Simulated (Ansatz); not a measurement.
This geometry of CH$_{9}$BSi (12 atoms, charge 0, multiplicity 1) is a first-order saddle point.

All numbers below come from RKS PBE0-D4/6-31G* in Ansatz.

```xyz
12
Properties=species:S:1:pos:R:3
B -0.225 -0.499 0.481
C 0.098 0.480 1.954
H -0.655 0.444 2.745
H 1.098 0.387 2.385
H 0.025 1.444 1.452
H 0.721 -0.291 -0.224
H -1.347 -0.213 0.171
Si -0.280 -2.561 0.575
H -0.560 -2.980 -0.827
H 1.002 -3.200 1.001
H -1.356 -3.119 1.448
H -0.018 -0.887 1.650
```

Which two structures does it join? (They come from a converged band through this point; their orientation in space is the band's.)

Bonds broken: B1–C2, B1–H12, Si8–H12. Bonds formed: C2–H12. CH9BSi becomes BH5Si + CH4.

Image 0:

```xyz
12
Properties=species:S:1:pos:R:3
B -0.405 -0.304 0.666
C 0.216 0.495 1.902
H -0.553 0.851 2.597
H 0.945 -0.084 2.483
H 0.741 1.382 1.528
H 0.436 -0.808 -0.081
H -1.263 0.170 -0.033
Si -0.204 -2.494 0.666
H -0.384 -2.877 -0.754
H 1.176 -2.633 1.189
H -1.056 -3.419 1.479
H -1.145 -1.274 1.170
```

Image 6:

```xyz
12
Properties=species:S:1:pos:R:3
B -0.300 -0.789 -0.079
C 0.145 0.581 2.324
H -0.691 0.738 3.009
H 1.092 0.550 2.868
H 0.170 1.372 1.572
H 0.700 -0.266 -0.483
H -1.322 -0.168 -0.152
Si -0.314 -2.746 0.415
H -0.562 -3.499 -0.857
H 0.979 -3.239 0.976
H -1.400 -3.121 1.370
H 0.006 -0.408 1.849
```

How far does it lie above each of them?

77.7 kJ/mol above the first and 42.1 kJ/mol above the second. This is the barrier of this one path; another mechanism may lie lower. The orbitals stay closed-shell, which can raise the energy where a bond breaks towards radicals; this wasn't checked here.

Time of the run: 3.7 min on 1 thread of AMD EPYC 7B13 (Zen 3), with other jobs on the host, peak memory 0.15 GiB.
